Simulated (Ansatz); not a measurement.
Reaction: C3H5N (propanenitrile, SMILES N#CCC) → CH3 (SMILES [CH3], doublet) + C2H2N (SMILES [CH2]C#N, doublet) (the C-C bond breaks)
Each species at its own B3LYP-D3(BJ)/def2-TZVP minimum (Ansatz, a quantum-chemistry and plane-wave program).

Total energies in hartree (Ansatz). UHF or UKS for unpaired electrons; spin-orbit terms are left out. Correlated methods leave the cores frozen. No relativity. The UHF reference of C2H2N ([CH2]C#N, doublet) is spin-contaminated (<S^2> up to 0.19 over the pure value in the sets run).

| species | HF/cc-pVTZ | CCSD(T)/cc-pVTZ | HF/cc-pVQZ | CCSD(T)/cc-pVQZ | CCSD(T)/cc-pVDZ | CCSDT(Q)/cc-pVDZ |
|---|---|---|---|---|---|---|
| 1: C3H5N (propanenitrile, SMILES C(C)C#N) | -171.02194 | -171.76656 | -171.03326 | -171.81619 | -171.59545 | -171.59796 |
| 2: CH3 (SMILES [CH3], doublet) | -39.57748 | -39.76098 | -39.58026 | -39.77245 | -39.71583 | -39.71634 |
| 3: C2H2N (SMILES [CH2]C#N, doublet) | -131.35222 | -131.86341 | -131.36085 | -131.90004 | -131.73965 | -131.74236 |

**Question.** Work out the bond dissociation energy (electronic) in kJ/mol: take Hartree-Fock from cc-pVQZ, extrapolate the CCSD(T) correlation energy as X^-3 (X = 3, 4), and add CCSDT(Q) - CCSD(T) in cc-pVDZ. 1 hartree = 2625.5 kJ/mol.

**Answer.** 
Species 1: correlation (64·(-0.78293) - 27·(-0.74462))/37 = -0.81089; step -0.00251; E1 = -171.03326 + (-0.81089) + (-0.00251) = -171.84666
Species 2: correlation (64·(-0.19219) - 27·(-0.18350))/37 = -0.19853; step -0.00051; E2 = -39.58026 + (-0.19853) + (-0.00051) = -39.77930
Species 3: correlation (64·(-0.53919) - 27·(-0.51119))/37 = -0.55962; step -0.00271; E3 = -131.36085 + (-0.55962) + (-0.00271) = -131.92318
-1·E1 +1·E2 +1·E3 = 0.14418 hartree = 378.5 kJ/mol.
